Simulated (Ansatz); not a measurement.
Rock-salt SmS (cell taken from a computed entry) was calculated with r²SCAN+rVV10 (PAW; Ansatz, an electronic-structure program).

Settings: plane-wave cutoff 500 eV, 12×12×12 k mesh, Fermi–Dirac smearing 0.05 eV, spin-polarised start, scalar-relativistic PAW data made under PBE.

Computed at the level's own relaxed cell.

### Question
Give the computed equilibrium volume per atom and lattice constant a.

### Answer

- equilibrium volume per atom: 24.45 Å³/atom
- lattice constant a: 5.805 Å

Note: the magnetic order was assumed, not searched for or taken from measurement; the relaxation could not lower the start's symmetry, so the cell can be a saddle point above a distorted one; the 4f shell is treated without U or exact exchange, so its levels and filling can be wrong.

Spin–orbit coupling is not included.

Computed values are for the static lattice.

The result took roughly 110 core-seconds.
